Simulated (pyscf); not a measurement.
Optimised with ωB97X-D3(BJ)/def2-SVP in PySCF.

Problem. For the elementary gas-phase step `[OH][SnH]([OH])[Cl]` → `[OH][Sn][OH]` [singlet] + `[ClH]` (singlet surface; Cl–Sn, H–Sn broken, Cl–H formed), what barrier and reaction energy does HF/def2-TZVP give, measured from the reactant's lowest minimum found?

Solution. ΔE‡ = 62.0 kcal/mol, ΔE = +15.4 kcal/mol. CCSD(T)/def2-TZVPP + ΔMP2(QZVPP) gives 45.0 kcal/mol and +12.8 kcal/mol. Zero-point energy shifts the barrier by -1.5 kcal/mol. It is a 1,1-elimination, with an imaginary mode of 1221i cm⁻¹. On the product side the descent ends in a complex (not fully relaxed), 5.1 kcal/mol under the separated species and 35.8 kcal/mol under the saddle at ωB97X-D3(BJ)/def2-TZVP. At ωB97X-D3(BJ) the barrier from the zero used here is 49.1 kcal/mol. This is the saddle that the search found; another between the same sides may lie lower. The CCSD(T) − MP2 part came from Ansatz, without density fitting, on the same reference. The frozen core leaves the outer d or s,p core shells of the metals and heavy elements correlated in the MP2 and CC values, and def2-TZVPP describes them poorly, which can shift differences by a few kcal/mol. Elements past Kr carry the def2 core potentials, without spin-orbit coupling.
